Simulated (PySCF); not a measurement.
C6H5 (charge +1).
Structure used (PBE0-D3(BJ)/def2-SVP), in Å, numbered top down from 1:
```xyz
11
C6H5 angstrom
C     -2.7839   -0.3024    0.2571
C     -1.3735   -0.0836    0.1149
C     -0.1721    0.1042   -0.0180
C      1.1720    0.3149   -0.1606
C      2.4829   -0.1376   -0.1111
C      2.2441    1.1406   -0.4678
H     -3.2719    0.5840    0.6928
H     -3.2210   -0.4657   -0.7438
H     -2.9920   -1.1882    0.8762
H      3.1889   -0.9491    0.0785
H      2.6172    2.1191   -0.7780
```

Level: PBE0/def2-SVPD in PySCF, non-relativistic, on one gas-phase PBE0-D3(BJ)/def2-SVP geometry that isn't relaxed in the solvent. The solvent is an IEF-PCM continuum (cavity from Bondi-type radii × 1.2), and excitations are vertical TDDFT with non-equilibrium linear response and a frozen core. Specific hydrogen bonds and non-electrostatic terms are outside this model.

Gas-phase singlets (H = HOMO, L = LUMO):

```tsv
state	E (eV)	λ (nm)	f	leading configuration
S1	3.550	349	0.000	H→L 99%
S2	4.931	251	0.000	H→L+1 99%
S3	5.122	242	0.249	H-1→L 83%
S4	5.696	218	0.011	H-1→L+1 99%
S5	6.892	180	0.000	H-1→L+2 97%
```

Task: How does the list change in benzene (ε = 2.271)?

Result: 
```json
{"state": "S1", "E (eV)": "3.627", "λ (nm)": "342", "f": "0.000", "leading configuration": "H→L 99%", "change by rank (eV)": "+0.077"}
{"state": "S2", "E (eV)": "5.064", "λ (nm)": "245", "f": "0.347", "leading configuration": "H-1→L 86%", "change by rank (eV)": "+0.133"}
{"state": "S3", "E (eV)": "5.111", "λ (nm)": "243", "f": "0.000", "leading configuration": "H→L+1 98%", "change by rank (eV)": "-0.011"}
{"state": "S4", "E (eV)": "5.865", "λ (nm)": "211", "f": "0.016", "leading configuration": "H-1→L+1 99%", "change by rank (eV)": "+0.169"}
{"state": "S5", "E (eV)": "6.887", "λ (nm)": "180", "f": "0.000", "leading configuration": "H-1→L+2 97%", "change by rank (eV)": "-0.005"}
```

Task: How does the list change in acetonitrile (ε = 35.69)?

Result: 
```tsv
state	E (eV)	λ (nm)	f	leading configuration	change by rank (eV)
S1	3.723	333	0.000	H→L 99%	+0.173
S2	5.145	241	0.310	H-1→L 85%	+0.214
S3	5.323	233	0.000	H→L+1 98%	+0.201
S4	6.090	204	0.015	H-1→L+1 99%	+0.394
S5	6.889	180	0.000	H-1→L+2 96%	-0.003
```

Task: The ground-state energy changes by -2.285 eV from gas to acetonitrile. By how much does the total energy of gas-phase S1 change?

Result: E(S1) = E(S0) + excitation energy, so it changes by -2.285 + 0.173 = -2.112 eV: it is lowered less than the ground state, which is what a blue shift means. This is the vertical state, with the slow part of the continuum still set for S0.

Task: How do the frontier levels move from gas to acetonitrile?

Result: 
| orbital | gas (eV) | solvent (eV) | change (eV) |
| --- | --- | --- | --- |
| LUMO+2 | -4.48 | -0.36 | +4.12 |
| LUMO+1 | -6.66 | -2.16 | +4.50 |
| LUMO | -7.42 | -3.16 | +4.26 |
| HOMO | -12.79 | -8.71 | +4.08 |
| HOMO-1 | -13.35 | -9.24 | +4.11 |
| HOMO-2 | -16.51 | -12.37 | +4.14 |
| HOMO-3 | -16.59 | -12.60 | +3.99 |

The HOMO–LUMO gap goes from 5.37 to 5.55 eV. Rows go by rank; for HOMO-3 and HOMO-2 the atom shares or the degeneracy differ between the runs, so the row needn't follow one orbital.

Cost: about 18 s of CPU time on one thread; the machine was shared, so the figure is rough. This is the whole response run at PBE0/def2-SVPD in acetonitrile, SCF included.
